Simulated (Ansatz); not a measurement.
in.yaml

```yaml
crystal:
  periodic: [false, false, false]
  atoms:
    - {symbol: B, position_ang: [0.000000, 0.000000, 0.858848]}
    - {symbol: N, position_ang: [0.000000, 0.000000, -0.508608]}
    - {symbol: H, position_ang: [0.000000, -0.840950, -1.072031]}
    - {symbol: H, position_ang: [0.000000, 0.840950, -1.072031]}
basis:
  gaussian: {orbitals: cc-pVDZ}
total_charge: 1
magnetization: {spin_polarized: true, initial_magnetization: 1}
correlation: {method: ccsdt_q, electrons: outside_noble_gas}
```

```sh
$ ansatz run in.yaml --threads 1 --pin off --events-out ev --progress --plain --max-ram 2393MiB
```

Task: Roughly how long does this take on 1 thread of Arm Neoverse V1, shared host, and how much host memory?

Result: 11 s wall and 0.21 GiB.

```
710 factors; integrals over basis functions are off by at most 2.2e-7 eV
mean field evaluation 1: about -2168.9885 eV, gradient 3.9e1 eV
mean field evaluation 2: about -2168.9879 eV, gradient 3.9e1 eV
mean field evaluation 4: about -2175.8279 eV, gradient 2.8e0 eV
mean field evaluation 8: about -2175.9580 eV, gradient 1.9e-1 eV
mean field evaluation 16: about -2173.2426 eV, gradient 2.5e1 eV
mean field evaluation 32: about -2173.0866 eV, gradient 1.2e-1 eV
mean field evaluation 64: about -2172.5857 eV, gradient 6.1e-2 eV
mean field evaluation 96: about -2169.4165 eV, gradient 8.0e0 eV
mean field -2175.96028203 eV, -79.9650654458 hartree, gradient 1.5e-6 eV, S^2 0.775802; 2 other end points of the search recorded, 0 dependent functions left out
determinant -2175.96028203 eV, -79.9650654458 hartree, with singles and doubles -2182.00856488 eV, -80.1873357409 hartree
determinant -2173.08662985 eV, -79.8594606759 hartree, with singles and doubles -2179.05134756 eV, -80.0786600088 hartree
determinant -2172.58492936 eV, -79.8410235230 hartree, with singles and doubles -2177.41437063 eV, -80.0185022162 hartree
2 core orbitals not correlated: weight in the atoms' cores, before any rotation towards them, 1.000 or more for the frozen orbitals, at most 0.000 for the correlated occupied ones
reference -2175.96028203 eV, -79.9650654458 hartree; 5, 4 occupied and 31, 32 virtual orbitals, 710 factors
second order -5.58024044 eV of doubles, -0.00000000 eV of singles
cycle   1  -5.81677958 eV  change   -2.4e-1 eV  update   7.0e-2
cycle   2  -6.07769912 eV  change   -2.6e-1 eV  update   3.4e-2
cycle   3  -6.26750042 eV  change   -1.9e-1 eV  update   2.1e-2
cycle   4  -6.25118951 eV  change    1.6e-2 eV  update   8.8e-3
cycle   5  -6.24693619 eV  change    4.3e-3 eV  update   5.7e-3
cycle   6  -6.25453875 eV  change   -7.6e-3 eV  update   2.9e-3
cycle   7  -6.25747470 eV  change   -2.9e-3 eV  update   1.7e-3
cycle   8  -6.25661202 eV  change    8.6e-4 eV  update   6.9e-4
cycle   9  -6.25672554 eV  change   -1.1e-4 eV  update   3.1e-4
cycle  10  -6.25667148 eV  change    5.4e-5 eV  update   1.6e-4
cycle  11  -6.25684277 eV  change   -1.7e-4 eV  update   7.1e-5
cycle  12  -6.25685834 eV  change   -1.6e-5 eV  update   2.6e-5
cycle  13  -6.25688098 eV  change   -2.3e-5 eV  update   1.0e-5
cycle  14  -6.25688449 eV  change   -3.5e-6 eV  update   3.8e-6
cycle  15  -6.25688484 eV  change   -3.5e-7 eV  update   1.6e-6
cycle  16  -6.25688455 eV  change    2.9e-7 eV  update   7.4e-7
perturbative correction -0.01585343 eV, -0.0005826028 hartree
Total energy: -2182.23302001 eV, -80.1955843148 hartree
```
